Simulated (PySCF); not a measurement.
O₂S, SMILES O=S=O. Atoms are numbered in the order given.

```xyz
3

O      0.0000    -1.2387    -0.3658
S      0.0000     0.0000     0.3658
O      0.0000     1.2387    -0.3658
```
Charge 0, spin multiplicity 1.

Coordinates come from a B3LYP-D3(BJ)/def2-TZVP optimisation.

Two levels are set side by side: PBE/pcSseg-2 (PySCF) and PBE0/pcSseg-2 (PySCF). GIAO shifts against H2O (¹⁷O), H2S (³³S) at the same level; non-relativistic, no solvent, atoms listed together averaged. Differences are taken from unrounded values.

```tsv
quantity	PBE
δ(¹⁷O) of O1, O3 (ppm)	634.9
δ(³³S) of S2 (ppm)	958.1
```

### Question
These are the PBE values. What does PBE0 give? (The exact figures need the calculation; the answer reports its results.)

### Answer

| quantity | PBE0 | PBE minus PBE0 |
|---|---|---|
| δ(¹⁷O) of O1, O3 (ppm) | 647.7 | -12.7 |
| δ(³³S) of S2 (ppm) | 1005.2 | -47.2 |

Rough cost on one machine, each run with all the roots and properties that it gave: PBE0 against PBE within a factor of 2.
